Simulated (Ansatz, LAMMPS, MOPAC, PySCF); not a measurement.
## Bulk modulus B0 of zinc-blende GaAs: levels of theory against measurement

Reference value: 76.7 GPa (measured, 0 K value with the zero-point phonon effect removed; as tabulated in Mejia-Rodriguez and Trickey (2018), arXiv:1807.09216).

**Question.** What do BOP GaAs.bop.table, PM7 semi-empirical Hartree-Fock (MOPAC), LDA, PBE, RPBE, PBE-D3(BJ), r²SCAN, LC-ωPBE, r²SCAN0, Hartree–Fock, MP2, CCSD give, and how far is each from the reference?

**Answer.** 
```tsv
level (code)	value (GPa)	cell (Å³/atom)	error (%)
BOP GaAs.bop.table (LAMMPS)	75.1	22.71	-2.1
PM7 semi-empirical Hartree-Fock (MOPAC)	116	22.42	+51
LDA (Ansatz)	74.3	21.99	-3.1
PBE (Ansatz)	60.3	23.71	-21
RPBE (Ansatz)	54.8	24.44	-29
PBE-D3(BJ) (Ansatz)	67.7	22.85	-11.7
r²SCAN (Ansatz)	72.3	22.75	-5.7
LC-ωPBE (Ansatz)	93.6	21.63	+22
r²SCAN0 (Ansatz)	79.6	22.41	+3.8
Hartree–Fock (Ansatz)	79.5	23.82	+3.7
MP2 (PySCF)	75.6 ± 2	23.12	-1.4
CCSD (PySCF)	72.9 ± 2	23.34	-5.0
```

Once the reference is moved by up to 1.7 % (a margin picked here for doubts on the reference and the settings) and values within 1.7 % count as equal, the nearest can be MP2 (-1.4 %), BOP GaAs.bop.table (-2.1 %), LDA (-3.1 %), Hartree–Fock (+3.7 %) or r²SCAN0 (+3.8 %). Among them PM7 semi-empirical Hartree-Fock (MOPAC) (+51 %) misses by most. Within 15 %: BOP GaAs.bop.table, LDA, PBE-D3(BJ), r²SCAN, r²SCAN0, Hartree–Fock, MP2, CCSD.

A ± on a computed value is a rough bar: the spread of its extrapolation, a floor set from checks against published values, or a statistical error. PM7 semi-empirical Hartree-Fock (MOPAC): the method was fitted mainly to molecules. PM7 semi-empirical Hartree-Fock (MOPAC): the run uses a supercell at the zone centre in place of a k mesh. Each level is taken at its own relaxed cell. Cutoffs and k meshes differ between the levels. Ansatz's density-functional and Hartree–Fock values are scalar-relativistic unless marked +SOC, with PAW data made under PBE.

Empirical potentials (BOP GaAs.bop.table) are fitted to chosen data: where that held the value shown, agreement is built in, and what lay outside the fit can be far off.

Differences are worked out from the printed values.

Ansatz is a program for electronic structure.
